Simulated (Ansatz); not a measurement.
This script drives the Python package of Ansatz (0.2.0).

`chcl2f.xyz`
```text
5

F    -0.56200    0.12130    1.25590
C    -0.01140    0.10650    0.02740
Cl    1.41110   -0.89100    0.12310
Cl   -1.06870   -0.52600   -1.16560
H     0.28090    1.11550   -0.28230
```

The script, `chcl2f_field.py`:
```python
"""Response of CHCl2F to a pair of distant point charges."""

import ansatz as az
import numpy as np

chcl2f = az.Crystal.molecule_from_extxyz("chcl2f.xyz")

base = (
    chcl2f.calculation()
    .basis(gaussian="def2-SVPD")
    .functional("PBE0", dispersion="d4")
    .forces()
)
# charges +q and -q at -R and +R make a nearly even field 2 k q / R^2 at the centre
centre = np.mean([site.position_ang for site in chcl2f.cartesian_sites], axis=0)
field = 2 * 14.399645 * 2.0 / 40.0 ** 2


def dipole(axis, sign):
    arm = 40.0 * np.eye(3)[axis]
    pair = [{"charge": sign * 2.0, "position_ang": (centre - arm).tolist()}, {"charge": -sign * 2.0, "position_ang": (centre + arm).tolist()}]
    deck = base.input().set(az.key.basis.gaussian.point_charges, pair)
    return np.array(az.Session.from_dict(deck).plan().execute().report["charge_distribution"]["dipole_moment_e_ang"])


print(f"field {field:.4f} V/A")
alpha = np.array([(dipole(axis, 1) - dipole(axis, -1)) / (2 * field) * 14.399645 for axis in range(3)])
print("polarisability tensor (A^3)")
print(np.array2string(alpha, precision=3, suppress_small=True))
print(f"mean {np.trace(alpha) / 3:.3f} A^3 = {np.trace(alpha) / 3 / 0.14818471:.2f} bohr^3")
```

It is started by `python chcl2f_field.py`. Estimate its wall time and peak memory on 1 thread of Arm Neoverse V2, on a shared host.

It took about 21 s, with a peak of 0.28 GiB, for 6 runs of the engine.

```console
$ python chcl2f_field.py
field 0.0360 V/A
polarisability tensor (A^3)
[[ 7.11  -0.386  0.798]
 [-0.385  5.576  0.158]
 [ 0.796  0.159  6.132]]
mean 6.272 A^3 = 42.33 bohr^3
```

The geometry is a force-field or estimated start, not a minimum of this method, and the basis set is short of its limit. The field of two point charges is only nearly even.

(Lines on the test bed's own set-up are left out of the output.)
